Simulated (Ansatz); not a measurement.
# BH$_{4}$⁺, triplet: vertical spin and charge gaps

Geometry (PBE0/def2-TZVP stationary point for this spin, not checked as a minimum):

```tsv
atom	x (Å)	y (Å)	z (Å)
B	0.0000	0.0000	0.0000
H	0.4725	0.4863	1.0573
H	-0.4858	-0.4709	1.0582
H	-0.4719	0.4714	-1.0643
H	0.4852	-0.4868	-1.0513
```

Basis cc-pVTZ; Ansatz 0.2.0. Only valence electrons are correlated (noble-gas cores frozen). R marks a restricted (for open shells ROHF) determinant, U an unrestricted one.

Gaps are energies of the second state less the first, at fixed atoms, for a selection of the levels run; each method lands on the state that its own search finds for that charge and spin.

Coupled cluster chose its determinant by trial CCSD, here up to 0.36 eV above the lowest Hartree–Fock solution of its kind, and MP2 stands on that determinant too.

Quintet less triplet: 12.190 eV at UCCSDT(Q).

| level | gap (eV) | error (meV) |
| --- | --- | --- |
| RMP2 | 12.376 | 186 |
| UMP2 | 12.369 | 179 |
| RCCSD | 12.311 | 121 |
| UCCSD | 12.313 | 123 |
| RCCSD(T) | 12.217 | 27 |
| UCCSD(T) | 12.217 | 27 |
| BCCD(T) | 12.219 | 29 |
| RCCSDT | 12.198 | 8 |
| UCCSDT | 12.198 | 8 |
| RCCSDT(Q) | 12.189 | -1 |
| PBE | 12.106 | -84 |
| r2SCAN | 12.087 | -103 |
| PBE0 | 12.350 | 160 |
| B3LYP | 12.505 | 315 |
| wB97M-V | 12.669 | 479 |
| RPA-PBE | 12.083 | -107 |

Full CI isn't at hand for all of this; UCCSDT(Q) serves as the reference, and is uncertain by about the last step of the cluster series. The frozen core follows each run's orbitals, which can shift R against U totals by a few meV.
